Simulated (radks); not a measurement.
# Valence configurations of O²⁺

An exercise on one series of results from a longer session: the logs are not shown, and one member is left open.

Program: radks (a radial shooting solver on a logarithmic mesh, Libxc functionals) version 1. Level of theory: Dirac Kohn-Sham, PBE, spin-unpolarised, spherical densities, point nucleus; open shells fill j = l - 1/2 first. These are calculated values, not measurements, unless marked.

## What is computed

- element: oxygen (Z = 8)
- charge: +2
- electrons: 6
- configuration: [He] 2s2 2p2
- others tried: 2s1 2p3; 2s1.5 2p2.5; 2p4; 2s0.5 2p3.5

The first run:

Input:

```text
Z 8
configuration [He] 2s2 2p2
relativity Dirac
functional pbe,pbe
spin unpolarised
j_filling energy
nucleus point
c 137.035999084
```

Among the steps run: [He] 2s2 2p2.

One of the session's tables, all rows but one given; the rest of the session is left out.

It belongs to the step «[He] 2s2 2p2». Radial moments (bohr):

```
level     <r>  outermost maximum (interpolated)  90 % within
1s1/2  0.1993                             0.129        0.357
2s1/2   1.029                             0.831         1.61
2p1/2       ?                                 ?            ?
2p3/2   1.003                             0.743         1.67
```

Estimate the missing values for 2p1/2.

**Answer.** <r>: 1.001; outermost maximum (interpolated): 0.742; 90 % within: 1.67. In the column «<r>» it lies between 1s1/2 (0.1993) and 2p3/2 (1.003).
